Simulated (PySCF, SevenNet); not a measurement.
For rock-salt NaCl, the machine-learned potential SevenNet-l3i5 (trained on PBE and PBE+U data) gives:

equilibrium lattice constant a: 5.691 Å
bulk modulus B0: 24.7 GPa

Task: What does CCSD(T) in PySCF (GTH pseudopotentials, Gaussian basis) give for the same quantities?

Result: 
- lattice constant a: 5.608 Å (drops by 1.5 %)
- bulk modulus: 26.6 GPa (increases by 7.7 %)

For comparison: lattice constant a 5.569 Å (measured, static lattice: zero-point anharmonic expansion removed; as tabulated in Mejia-Rodriguez and Trickey (2018), arXiv:1807.09216); bulk modulus 27.6 GPa (measured, 0 K value with the zero-point phonon effect removed; as tabulated in Mejia-Rodriguez and Trickey (2018), arXiv:1807.09216).

Changes are worked out from the printed values.

Unless a cell is named, each level is at its own relaxed cell (SevenNet-l3i5 23.04, CCSD(T) 22.05 Å³/atom).
